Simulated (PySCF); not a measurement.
Compound: C₄H₈O.
SMILES with atom numbers: `[OH:1][CH2:2][CH:3]1[CH2:4][CH2:5]1` (hydrogens: H6 on O1; H7, H8 on C2; H9 on C3; H10, H11 on C4; H12, H13 on C5)

Cartesian coordinates in Å at the PBE0-D3(BJ)/def2-TZVP level; atoms count from 1:
```
atom  x, y, z in Å
O1     2.0232    1.0162    0.4237
C2     0.6723    1.1485    0.0341
C3     0.1075   -0.1138   -0.5403
C4    -0.3978   -1.1742    0.3956
C5    -1.3598   -0.3820   -0.4356
H6     2.0904    0.2258    0.9668
H7     0.0463    1.4695    0.8811
H8     0.6541    1.9518   -0.7069
H9     0.6033   -0.4640   -1.4398
H10   -0.3689   -0.9660    1.4597
H11   -0.2297   -2.2121    0.1375
H12   -1.9700    0.3562    0.0714
H13   -1.8511   -0.8758   -1.2639
```

All values: wB97X-D/pcSseg-2 (PySCF, non-relativistic), on one gas-phase PBE0-D3(BJ)/def2-TZVP geometry that isn't relaxed in the solvent. The solvent is an IEF-PCM continuum (cavity from Bondi-type radii × 1.2). The model holds no explicit solvent molecules, cavitation or dispersion.

Gas phase at wB97X-D/pcSseg-2: HOMO -9.70 eV, LUMO 2.35 eV, dipole 1.83 D.

Q: What does the continuum do to the energy, the frontier levels and the dipole at wB97X-D/pcSseg-2 in chloroform?

A: 
```json
{"solvent": "chloroform", "ε": "4.711", "E(solvent) − E(gas) (kcal/mol)": "-3.56", "polarisation term (kcal/mol)": "-3.88", "distortion of the solute (kcal/mol)": "0.32", "HOMO (eV)": "-9.71", "LUMO (eV)": "2.57", "dipole (D)": "2.15"}
```

The first energy column is the sum of the next two and covers electrostatics alone.

Q: Which radius a makes the point-dipole formula ΔE = −[(ε − 1)/(2ε + 1)]·μ²/a³ give the value in chloroform, with the gas-phase dipole?

A: μ = 0.721 au and |ΔE| = 0.00567 Eh give a = 1.69 Å; the farthest nucleus lies 2.41 Å from the centroid of the nuclei, so such a sphere wouldn't even hold the nuclei. The formula assumes a rigid point dipole at the centre of a sphere.

Q: Give the dipole vector in the frame of the coordinates (D, pointing from negative to positive charge), gas and chloroform.

A: Gas (-1.37, -1.19, 0.21), solvent (-1.60, -1.39, 0.32). Its length changes by +17 % and its direction by 2°.

wB97X-D is run here without its empirical dispersion term; that term would change no orbital, density or response property at a fixed geometry.
